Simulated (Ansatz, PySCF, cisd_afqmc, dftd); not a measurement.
Reaction: ClF (SMILES ClF) → ClF+ (parent SMILES ClF, doublet) + e-
Each species at its own B3LYP-D3(BJ)/def2-TZVP minimum (Ansatz, an electronic-structure program).

Quantity: adiabatic ionisation energy (0 K, zero-point energies from PySCF's Hessians at B3LYP-D3(BJ)/def2-TZVP), in eV. Radicals and triplets start from unrestricted determinants; spin-orbit coupling is neglected. Correlated methods leave the cores frozen. Rows without X2C or -DK are non-relativistic. AFQMC is phaseless with a CISD trial state; ± is one standard error, without the phaseless bias. Outlying blocks are dropped, and bars are widened where a walk drifts. Over all cases where full CI ran beside it in this data, AFQMC minus full CI had a median of +0.1 mEh and passed +0.4 mEh in a tenth of the cases. CBS(X,Y): correlation extrapolated as X^-3, Hartree-Fock from the larger set (Q,5: extrapolated as (X+1)exp(-9√X)). A bracket is a step between two methods taken in the basis named. The functionals are non-relativistic, so their misses hold any scalar relativity. Double hybrids freeze cores in their MP2 part. 'core' is core correlation in cc-pwCVTZ (1s frozen past Ne), 'X2C' scalar relativity in cc-pVTZ-DK, both at CCSD(T).

Measured: 12.66 eV (CCCBDB table in ASE).

```tsv
level	program	adiabatic ionisation energy (eV)	error against that value
HF/cc-pV(5+d)Z	Ansatz	11.70	-0.96
r2SCAN-D3(BJ)/def2-TZVPD	Ansatz + dftd3	12.44	-0.22
CAM-B3LYP-D3(BJ)/def2-TZVPD	Ansatz + dftd3	12.63	-0.03
CAM-B3LYP-D4/def2-TZVPD	Ansatz + dftd4	12.64	-0.02
B2PLYP/def2-TZVPD	Ansatz	12.52	-0.14
CCSD/cc-pV(D+d)Z	Ansatz	12.34	-0.32
CCSD/cc-pV(Q+d)Z	Ansatz	12.60	-0.06
CCSD/cc-pV(5+d)Z	Ansatz	12.65	-0.01
CCSD/CBS(cc-pV(Q+d)Z,cc-pV(5+d)Z)	Ansatz	12.70	0.04
CCSD(T)/cc-pV(D+d)Z	Ansatz	12.30	-0.36
CCSD(T)/CBS(cc-pV(T+d)Z,cc-pV(Q+d)Z) + core + X2C	Ansatz	12.72	0.06
AFQMC/CISD/cc-pV(D+d)Z	cisd_afqmc	12.29 ± 0.02	-0.37
CCSD(T)/CBS(cc-pV(Q+d)Z,cc-pV(5+d)Z) + [CCSDT(Q) - CCSD(T)]/cc-pV(D+d)Z + core + X2C	Ansatz	12.69	0.03
CCSD(T)/CBS(cc-pV(Q+d)Z,cc-pV(5+d)Z) + [CCSDT(Q) - CCSD(T)]/cc-pV(T+d)Z + [CCSDTQ - CCSDT(Q)]/cc-pV(D+d)Z + core + X2C	Ansatz	12.70	0.04
```
